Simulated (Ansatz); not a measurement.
C2H3FS (`F/C=C\S`), one more setting.

```yaml
crystal:
  periodic: [false, false, false]
  atoms:
    - {symbol: F, position_ang: [-0.812062, -1.111752, -1.168867]}
    - {symbol: C, position_ang: [-0.516392, -0.643454, 0.284753]}
    - {symbol: C, position_ang: [0.123652, 0.317353, 0.612124]}
    - {symbol: S, position_ang: [1.224701, 1.220108, -0.623699]}
    - {symbol: H, position_ang: [-1.157982, -1.320242, 0.856981]}
    - {symbol: H, position_ang: [0.317404, 0.455218, 1.662897]}
    - {symbol: H, position_ang: [0.828207, 0.812734, -1.591677]}
basis:
  gaussian: {orbitals: cc-pVDZ}
magnetization: {spin_polarized: false, initial_magnetization: 2}
hamiltonian: {xc: {name: SPW92}}
accuracy: high
output: {forces: true}
```

```sh
$ ansatz run in.yaml --threads 2 --pin off --events-out ev --progress --plain --max-ram 4352MiB
```

Shortened log:

```
Functional definition: SPW92
1709 factors; integrals over basis functions are off by at most 3.7e-9 eV
mean field evaluation 1: about -15583.1857 eV, gradient 5.6e1 eV
mean field evaluation 2: about -15583.1783 eV, gradient 5.6e1 eV
mean field evaluation 4: about -15591.9702 eV, gradient 1.5e1 eV
mean field evaluation 8: about -15592.9687 eV, gradient 1.3e0 eV
mean field evaluation 16: about -15592.9728 eV, gradient 2.0e-4 eV
mean field -15592.97279741 eV, -573.0311810083 hartree, gradient 1.7e-8 eV, S^2 2.000000; 4 other end points of the search recorded, 0 dependent functions left out
reference -15592.97279996 eV, -573.0311811021 hartree; 21, 19 occupied and 54, 56 virtual orbitals, 1709 factors
Total energy: -15592.97279996 eV, -573.0311811021 hartree
Atom 0 at    -0.812062    -1.111752    -1.168867 Å, force     0.214482     1.025975     0.825351 eV/Å
Atom 1 at    -0.516392    -0.643454     0.284753 Å, force    -6.494545    -9.656311    -3.649193 eV/Å
Atom 2 at     0.123652     0.317353     0.612124 Å, force     4.145460     7.104382     2.965158 eV/Å
Atom 3 at     1.224701     1.220108    -0.623699 Å, force     6.381990     5.902852     8.961937 eV/Å
Atom 4 at    -1.157982    -1.320242     0.856981 Å, force     0.087806    -0.581129     0.097469 eV/Å
Atom 5 at     0.317404     0.455218     1.662897 Å, force     0.314560     0.977293     0.718993 eV/Å
Atom 6 at     0.828207     0.812734    -1.591677 Å, force    -4.649753    -4.773062    -9.919716 eV/Å
Dipole moment:     0.039439     0.090679     0.313983 e Å
```

Run time 3.6 s (2 threads of an Arm Neoverse V2 on a shared host); peak host memory 0.21 GiB.
